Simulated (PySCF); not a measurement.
Species: chlorosilane, ClH₃Si.
Structure used (GFN2-xTB), in Å, numbered top down from 1:
```
atom  x, y, z in Å
Si1   -0.1267    0.0052   -0.0112
Cl2    1.8787   -0.0685    0.1047
H3    -0.5619   -0.9656   -1.0090
H4    -0.5111    1.3567   -0.4031
H5    -0.6704   -0.3250    1.3014
```

A PySCF run (density fitting, gas phase, GFN2-xTB geometry) gave HOMO -10.97 eV, LUMO 1.63 eV, dipole 1.29 D.

Question: Which of these levels was it?
A. wB97X-D/def2-SVPD
B. PBE0/IGLO-III
C. PBE0/pcSseg-1

Answer: A. It is wB97X-D/def2-SVPD. All candidates on this geometry:

```tsv
level and settings	kind	basis functions	SCF cycles	E (Eh)	HOMO (eV)	LUMO (eV)	dipole (D)
PBE0/pcSseg-1	global hybrid	63	10	-751.2199	-9.07	0.08	1.51
PBE0/IGLO-III, grid level 3, start guess sap	global hybrid	118	9	-751.2701	-8.96	0.34	1.03
wB97X-D/def2-SVPD	range-separated hybrid	75	11	-751.2954	-10.97	1.63	1.29
```

The nearest other candidate, by the summed differences of HOMO and LUMO, is PBE0/IGLO-III: its HOMO differs by +2.01 eV and its LUMO by -1.29 eV. wB97X-D ran without the empirical dispersion term, which would shift the total energy alone. Cycle counts include a coarse-grid stage where the run had one.
